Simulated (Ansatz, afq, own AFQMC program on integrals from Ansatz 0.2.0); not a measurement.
**NH$_{4}$⁺, singlet in 6-31G along one coordinate**

```xyz
5

N     0.0000    0.0000    0.0000
H     0.5903    0.5923    0.5902
H    -0.5929   -0.5882    0.5917
H    -0.5890    0.5896   -0.5943
H     0.5916   -0.5937   -0.5876
```

The N1–H4 distance is changed with both sides rigid. Energies in eV count from this geometry (1.024 Å) at the same level; the start stands on RHF, each point on the determinant named.

Basis 6-31G. Noble-gas cores (and the filled d shells of Ga–Kr and In–Xe) are frozen. AFQMC by an in-house program on the Cholesky factors that Ansatz 0.2.0 writes for its CCSD(T) run. The CISD trial takes its coefficients from CCSD amplitudes. Released means that phaseless walkers are propagated on without the constraint, phases kept. Uncertainties: one standard error, sampling alone.

Cautions, each for one point or more: cluster runs in doubt by the program's own checks; restricted determinant unstable towards unrestricted; strong correlation; the next higher spin lies close; unrestricted determinant spin contaminated.

```csv
r(N1–H4) / Å,det.,T1,weight,⟨S²⟩,CCSD(T),ph-AFQMC/CISD,released AFQMC,FCI,CCSDT(Q),PBE,CCSD
0.809,RHF,0.006,0.96,pure,1.723,1.724 ± 0.003,1.725 ± 0.002,1.725,1.725,1.739,1.718
1.276,RHF,0.009,0.94,pure,0.751,0.752 ± 0.003,0.748 ± 0.002,0.748,0.748,0.720,0.759
1.641,RHF,0.018,0.92,pure,2.571,2.568 ± 0.005,2.565 ± 0.003,2.566,2.565,2.548,2.602
2.213,UHF,0.105,0.67,0.82,4.692,4.658 ± 0.005,–,4.633,4.626,4.634§,4.759
3.450,UHF‡,0.010,0.96,1.00,5.777,5.781 ± 0.004,–,5.762,5.765,5.546§,5.764
```

Weight is that of the determinant in the CISD state; at the start T1 is 0.006 and the weight 0.95. A double dagger marks points where the walks on two determinants ended up to 6.586 eV apart; the lower is shown. Symmetry can't show for every point that it stays on the start's state. A dash marks a missing value, a released energy that hasn't settled or a functional that sits on another state. § marks a functional whose ⟨S²⟩ is too high by over 0.1. Largest departures from full CI: CCSD(T) 0.059 eV at 2.213 (on UHF), ph-AFQMC/CISD 0.025 eV at 2.213 (on UHF), released AFQMC -0.001 eV at 1.641 (on RHF) (within the noise), CCSDT(Q) -0.007 eV at 2.213 (on UHF), CCSD 0.126 eV at 2.213 (on UHF). The functionals aren't scored here. In this small basis the wave-function levels are far from their limit, so their gap to the functionals isn't the functionals' error.

Some points may be missing: those where a free walk finds a much lower state, and past Zn most of those on another determinant than at the start.

CCSDT and higher add their correlation energy to the determinant of the CCSD(T) run, since their own runs factorise the integrals more tightly (a shift of under 2 meV). A walk keeps the symmetry of its determinant, which the program's search chose and which needn't be the lowest solution, so a lower state of the same spin and another symmetry isn't excluded. Released energies are given only where the last usable release times agree within the noise; a slower fall can still hide under it.
